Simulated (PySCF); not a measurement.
# Functional dependence of a UV spectrum

C₄H₅FO.
SMILES: `COC1=C[C@@H]1F`

Linear-response calculations in the def2-SVPD basis (PySCF; singlets by full response, triplets Tamm–Dancoff, core orbitals frozen in the response; HF means time-dependent Hartree–Fock). 'Strongest' is the level of largest summed f among the singlets computed (10 roots, of which the last may lack a degenerate partner); it can jump between rows when another state enters that window. S1 is the lowest singlet of each run and needn't be the same state throughout; f(S1) is that of one state. Geometry: PBE0-D3(BJ)/def2-SVP, one conformer, isolated molecule.

| functional | kind | S1 (eV) | f(S1) | strongest (eV) | T1 (eV) | HOMO (eV) | gap (eV) | ionisation energy, ΔSCF (eV) |
| --- | --- | --- | --- | --- | --- | --- | --- | --- |
| LDA | LDA | 6.25 | 0.015 | 6.56 | 4.92 | -6.35 | 5.46 | 9.61 |
| PBE | GGA | 6.15 | 0.016 | 6.61 | 4.79 | -6.17 | 5.55 | 9.38 |
| B3LYP | global hybrid, 20% exact exchange | 6.59 | 0.022 | 6.80 | 4.82 | -7.16 | 7.30 | 9.54 |
| PBE0 | global hybrid, 25% exact exchange | 6.86 | 0.024 | 6.93 | 4.80 | -7.38 | 7.80 | 9.53 |
| BHandHLYP | global hybrid, 50% exact exchange | 7.12 | 0.189 | 7.12 | 4.79 | -8.47 | 9.56 | 9.52 |
| CAM-B3LYP | range-separated hybrid | 6.94 | 0.171 | 6.94 | 4.80 | -8.70 | 9.94 | 9.64 |
| wB97X-D | range-separated hybrid | 7.01 | 0.170 | 7.01 | 4.92 | -9.20 | 11.46 | 9.57 |
| HF | Hartree–Fock | 7.41 | 0.220 | 7.41 | 4.49 | -10.10 | 12.62 | not settled |

Problem. What does LC-wPBE (range-separated hybrid) give?

Solution. S1 (eV) 7.12, f(S1) 0.182, strongest (eV) 7.12, T1 (eV) 4.72, HOMO (eV) -10.01, gap (eV) 12.31, ionisation energy, ΔSCF (eV) 9.71. S1 runs from 6.15 eV (PBE) to 7.41 eV (HF), a spread of 1.26 eV, while the orbital gap spreads over 7.2 eV. Along PBE (0%), B3LYP (20%), PBE0 (25%), BHandHLYP (50%), HF (100%) S1 rises with the share of exact exchange. −ε(HOMO) comes closest to its own ΔSCF ionisation energy with LC-wPBE (+0.31 eV) and misses most with LDA (-3.26 eV). 'Not settled' means that the ion's SCF failed to converge or may have ended in another state than the lowest.
